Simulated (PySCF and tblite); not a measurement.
The numbers below are computed, except where a source is named.
C3H4F2, numbered as in [F:1]/[CH:2]=[CH:3]/[CH2:4][F:5].

Search: ETKDG, MMFF94s, GFN2-xTB, 60 starts; geometries at GFN2-xTB. Energies: PBE0-D3(BJ)/def2-TZVP (IEF-PCM, cyclohexane), with GFN2-xTB thermal terms (modes under about 100 cm⁻¹ blended into free rotors). Symmetry numbers and mirror images are counted. Conformers within 3 kcal/mol (GFN2-xTB free energy) were kept, 6 at most. Programs: PySCF with density fitting and tblite.

Torsions listed: C2–C3–C4–F5. Of a mirror pair one member is shown.

```
conformer  shape   symmetry
        1   123°  C1 (pair)
        2     0°         Cs
```

(1) Which of these conformers is the most populated at 298.15 K, and with what share?

(2) Give the DFT energies and free energies relative to the lowest, and all weights.

(3) How does its share change from 220 K to 380 K?

The minima are those of GFN2-xTB; planar forms about aryl–S or allylic bonds may be saddles in DFT.

## Answers

(1) Conformer 1, about 85 %.

(2) 
```
conformer  shape  E(DFT) kcal/mol  G(298.15 K) kcal/mol  weight %
        1   123°             0.00                  0.00      84.7
        2     0°             0.60                  1.01      15.3
```

(3) From 89 % to 81 %; the mixing entropy goes from 1.91 to 2.08 cal/(mol K).
